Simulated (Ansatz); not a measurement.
# HS (charge -1): geometry optimisation, by script

Aim: a geometry optimisation, for HS (charge -1), run from a script.

All numbers are computed with Ansatz 0.2.0, driven from Python. Level of theory: CAM-B3LYP/def2-TZVP.

## Step 1: The structure

Bond lengths: H1–S2 1.405 Å.

No structure file is read: the coordinates are typed or built in the script.

## Step 2: The script

File run_opt.py:

```python
"""Geometry optimisation of HS(-)."""

from dataclasses import dataclass

import ansatz as az
import numpy as np


@dataclass(frozen=True)
class Options:
    basis_set: str = "def2-TZVP"
    xc: str = "CAM-B3LYP"
    charge: int = -1


opts = Options()

molecule = (
    az.Crystal.molecule()
    .atom("H", [0.0, 0.0, 0.0])
    .atom("S", [0.0, 0.0, 1.405])
)

setup = molecule.calculation().basis(gaussian=opts.basis_set).functional(opts.xc).charge(opts.charge)
symbols = [site.symbol for site in molecule.cartesian_sites]
start = np.array([site.position_ang for site in molecule.cartesian_sites], dtype=float)
data = setup.relax(force_tolerance=0.005, max_steps=100).run().report
end = np.array(data["positions_ang"])

for key in ("converged", "free_energy_ev", "reference_energy_ev", "n_frozen", "n_occupied", "n_virtual"):
    print(f"{key:22s} {data[key]}")

print("final positions (A) and the move of each atom")
for symbol, xyz, old in zip(symbols, end, start):
    print(f"{symbol:2s} {xyz[0]:10.5f} {xyz[1]:10.5f} {xyz[2]:10.5f}   {np.linalg.norm(xyz - old):7.4f}")
with open("hs_opt.xyz", "w") as handle:
    handle.write(f"{len(symbols)}\nrelaxed HS(-)\n")
    handle.writelines(f"{s:2s} {x:11.6f} {y:11.6f} {z:11.6f}\n" for s, (x, y, z) in zip(symbols, end))
```

## Step 3: Running it

The run is started by

```sh
python run_opt.py
```

Q: Predict the main results. Wanted: total energy; moves of the relaxation; energy gained; last largest force component.

**Answer**, as computed:

```
                    quantity           value
                total energy  -10852.8936 eV
     moves of the relaxation               3
               energy gained        0.042 eV
last largest force component     0.0008 eV/Å
```

What this shows: The relaxation took 3 moves; the largest shift is 0.030 Å. What to keep in mind:
- The end point is the stationary point reached from this start; no frequency run checks that it is a minimum, and the basis set is modest.
- Anions want diffuse functions, which this basis lacks.
